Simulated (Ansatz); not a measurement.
Elements on the sites of an ideal hcp lattice, at a guessed lattice constant:

```
CELL_PARAMETERS angstrom
2.76960 -4.79708 0.00000
2.76960 4.79708 0.00000
0.00000 0.00000 8.86271
ATOMIC_POSITIONS crystal
Li 0.83333 0.16667 0.62500
Li 0.16667 0.33333 0.87500
Mg 0.33333 0.16667 0.62500
Al 0.66667 0.83333 0.37500
Al 0.16667 0.83333 0.37500
Si 0.33333 0.66667 0.12500
Si 0.66667 0.83333 0.87500
Cu 0.33333 0.16667 0.12500
Cu 0.83333 0.16667 0.12500
Cu 0.33333 0.66667 0.62500
Cu 0.83333 0.66667 0.12500
Cu 0.83333 0.66667 0.62500
Cu 0.66667 0.33333 0.37500
Cu 0.66667 0.33333 0.87500
Cu 0.16667 0.33333 0.37500
Cu 0.16667 0.83333 0.87500
```

Cell and atoms were relaxed without symmetry on coarser meshes and computed once more. The calculation used DFT PBE, scalar-relativistic, plane waves, PAW (Ansatz).

Settings: cutoff 420 eV, Γ-centred mesh 8×7×4 on the computed 16-atom cell, Gaussian smearing of 0.10 eV; no spin polarisation.

The relaxation ran on 3×3×2 (shifted) and then 4×5×3 k points with a smearing of 0.1 eV, from sites shaken by 0.02 Å.

Question: What does the relaxation give?

Answer: A volume of 13.02 Å³/atom and no gap on the mesh. It lies 0.11 eV/atom below the elements' standard states (static lattices, no corrections for gases). The atoms leave their sites by 0.41 Å (root mean square) and 0.68 Å at most, and the cell stretches by up to 14.9 % at fixed volume, so the lattice hasn't survived.

```yaml
crystal:
  lattice:
    - [3.10013, -5.26106, -0.00546]
    - [2.07431, 4.66680, 0.03557]
    - [0.05489, 0.04321, 8.20826]
  atoms:
    - { symbol: Li, position: [0.92017, 0.30799, 0.63198] }
    - { symbol: Li, position: [0.10333, 0.21092, 0.90430] }
    - { symbol: Mg, position: [0.36695, 0.26501, 0.62505] }
    - { symbol: Al, position: [0.62544, 0.74003, 0.36087] }
    - { symbol: Al, position: [0.14459, 0.79206, 0.39177] }
    - { symbol: Si, position: [0.27151, 0.65426, 0.11697] }
    - { symbol: Si, position: [0.59889, 0.75825, 0.87999] }
    - { symbol: Cu, position: [0.38461, 0.21407, 0.14120] }
    - { symbol: Cu, position: [0.77086, 0.12225, 0.11551] }
    - { symbol: Cu, position: [0.44592, 0.82023, 0.61832] }
    - { symbol: Cu, position: [0.89030, 0.71123, 0.11736] }
    - { symbol: Cu, position: [0.86355, 0.76254, 0.63703] }
    - { symbol: Cu, position: [0.67162, 0.27988, 0.38381] }
    - { symbol: Cu, position: [0.65453, 0.32028, 0.87770] }
    - { symbol: Cu, position: [0.10390, 0.26575, 0.34602] }
    - { symbol: Cu, position: [0.17119, 0.76668, 0.85884] }
```

The final mesh leaves forces up to 0.10 eV/Å and stresses up to 0.5 GPa: the relaxation ran on a coarser mesh, so the cell's shape, its bonds and its energy belong partly to that mesh.

Cost: 2 runs of about 23 core-minutes in all (earlier runs that led there not counted), on Arm Neoverse V2 (shared hosts).